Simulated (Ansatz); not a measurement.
Rutile SnO₂ was calculated with PBE+SOC in Ansatz (plane waves, PAW).

Numerical settings: plane-wave cutoff 520 eV, 6×6×8 k mesh (along the axes of the cell as run), PAW data made under PBE.

Computed at the level's own relaxed cell.

```
CELL_PARAMETERS angstrom
      4.82746     0.00000     0.00000
      0.00000     4.82746     0.00000
      0.00000     0.00000     3.23757
ATOMIC_POSITIONS crystal
  Sn 0.00000 0.00000 0.00000
  Sn 0.50000 0.50000 0.50000
  O  0.30659 0.30659 0.00000
  O  0.80659 0.19341 0.50000
  O  0.19341 0.80659 0.50000
  O  0.69341 0.69341 0.00000
```

Q: Give the elastic tensor (Voigt notation, GPa, ions relaxed, in the Cartesian axes of the cell as printed).

A: 
```
  209.4   140.1   128.0     0.0     0.0     0.0
  140.1   209.4   128.0     0.0     0.0     0.0
  128.0   128.0   376.8     0.0     0.0     0.0
    0.0     0.0     0.0    84.6     0.0     0.0
    0.0     0.0     0.0     0.0    84.6     0.0
    0.0     0.0     0.0     0.0     0.0   177.4
```

Measured, for comparison: elastic constant C11 262 GPa, elastic constant C12 177 GPa, elastic constant C44 103 GPa, elastic constant C33 450 GPa, elastic constant C13 156 GPa, elastic constant C66 207 GPa (temperature not stated, no zero-point or thermal correction; as tabulated in Oses et al. (2018), arXiv:1811.08464). Computed (rounded) less measured: elastic constant C11 -20 %, elastic constant C12 -21 %, elastic constant C44 -18 %, elastic constant C33 -16 %, elastic constant C13 -18 %, elastic constant C66 -14 %.

Computed values are for the static lattice.

Ansatz is a program for electronic structure.
